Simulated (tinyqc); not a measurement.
Worked calculation: extended Hueckel theory, for HCl. One step of it, computed by the program tinyqc.

Question. Wolfsberg-Helmholz matrix. H_ij = K' S_ij (H_ii + H_jj)/2 for i != j (the diagonal keeps H_ii), with K' = 1.75.

overlap S, order 1Cl 3s, 1Cl 3px, 1Cl 3py, 1Cl 3pz, 2H 1s:
```
[[1.000000, 0.000000, 0.000000, 0.000000, 0.312046],
 [0.000000, 1.000000, 0.000000, 0.000000, 0.000000],
 [0.000000, 0.000000, 1.000000, 0.000000, 0.000000],
 [0.000000, 0.000000, 0.000000, 1.000000, 0.461411],
 [0.312046, 0.000000, 0.000000, 0.461411, 1.000000]]
```

diagonal H_ii (eV): [-26.300000, -14.200000, -14.200000, -14.200000, -13.600000]

K = 1.750000

Give: H.

Answer.

H (eV), order 1Cl 3s, 1Cl 3px, 1Cl 3py, 1Cl 3pz, 2H 1s:
```
[[-26.300, 0.000, 0.000, 0.000, -10.894],
 [0.000, -14.200, 0.000, 0.000, 0.000],
 [0.000, 0.000, -14.200, 0.000, 0.000],
 [0.000, 0.000, 0.000, -14.200, -11.224],
 [-10.894, 0.000, 0.000, -11.224, -13.600]]
```
